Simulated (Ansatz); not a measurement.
Mulliken charges of C3H3F3, SMILES `C=C(F)C(F)F` from B3LYP/def2-TZVPP in Ansatz (PBE0-D4/def2-TZVP geometry).

| atom | x (Å) | y (Å) | z (Å) | charge (e) |
| --- | --- | --- | --- | --- |
| C1 | -0.073 | -1.384 | 0.326 | -0.248 |
| C2 | 0.338 | -0.136 | 0.401 | 0.171 |
| F3 | 1.225 | 0.273 | 1.313 | -0.197 |
| C4 | -0.071 | 1.001 | -0.484 | 0.331 |
| F5 | -0.904 | 0.569 | -1.453 | -0.200 |
| F6 | -0.726 | 1.939 | 0.245 | -0.195 |
| H7 | -0.789 | -1.664 | -0.433 | 0.131 |
| H8 | 0.295 | -2.131 | 1.016 | 0.123 |
| H9 | 0.794 | 1.487 | -0.950 | 0.084 |

Problem. By hand: the dipole of these point charges (1 e Å = 4.8032 D).

Solution. Σ q r = (0.133, -0.250, -0.200) e Å, of length 0.347 e Å = 1.67 D.

Problem. How does the dipole of the full density compare? (Estimate.)

Solution. Ansatz gave: (0.162, -0.257, -0.126) e Å, 1.58 D; the point charges give 1.06 times that, at 13° from its direction.

Point charges leave out the atoms' own dipoles, such as those of lone pairs, and Mulliken's split depends on the basis, so the close match here is no proof of good charges.

B3LYP here is the variant with VWN-RPA as its local correlation; programs differ in this.
